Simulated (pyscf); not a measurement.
Elementary routes open to HN=Si: (SMILES N=[Si]) [singlet] + H₂ (SMILES [H][H]) in the gas phase (singlet surface):
A. HN=SiH₂ (SMILES N=[SiH2]) (H–H broken; H–Si, H–Si formed)
B. H₂N–SiH: (SMILES N[SiH]) [singlet] (H–H broken; H–N, H–Si formed)

Single points on ωB97X-D3(BJ)/def2-SVP structures (PySCF, gas phase).

Problem. Rank the routes by free-energy barrier at 298 K, lowest first, for ωB97M-D3(BJ)/def2-TZVP energies (ideal gas, 1 atm, RRHO with modes under 100 cm⁻¹ raised to 100, one conformer, R ln 2 for chiral ones without a mode under 150 cm⁻¹).

Solution. B (1.98 eV), A (3.57 eV)

Route B is the fastest of these, ahead of the next by 1.59 eV. The most stable products are those of B (ΔG = -0.41 eV), so kinetics and thermodynamics agree. At 1200 K B is still the fastest. Only these routes are compared; each barrier is that of the saddle found, and lower ones may exist.
